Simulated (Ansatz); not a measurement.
Two shapes of triplet CH2F2.

Shape 1:

```xyz
5

C    -0.1408   -0.4616    0.0759
H    -0.8161   -0.7988    0.8589
H     0.2249   -1.2869   -0.5307
F     0.8954    0.1581    0.6342
F    -0.7821    0.4011   -0.7077
```

Shape 2:

```xyz
5

C    -0.2284    0.2790   -0.3333
H    -1.3257    0.3469   -0.4387
H     0.2917    0.9161   -1.0706
F     0.1500   -0.9979   -0.5149
F     0.1171    0.6716    0.9048
```

Basis set: def2-SVP (spherical functions). Correlated methods keep 3 orbitals frozen. Charge 0, multiplicity 3.

Computed with Ansatz (development build ahead of 0.2.0); each method stands on the lowest determinant of its kind that the runs found.

Which shape is lower in energy, and by how much in each method?

| method | E(2) − E(1) (eV) |
| --- | --- |
| UHF | -0.126 |
| UHF-MP2 | -0.124 |

Shape 2 is lower. Caution: another spin multiplicity may lie lower; the determinant breaks the point group. Caution for UHF-MP2: MP2 forces lie far from those of the mean fields.
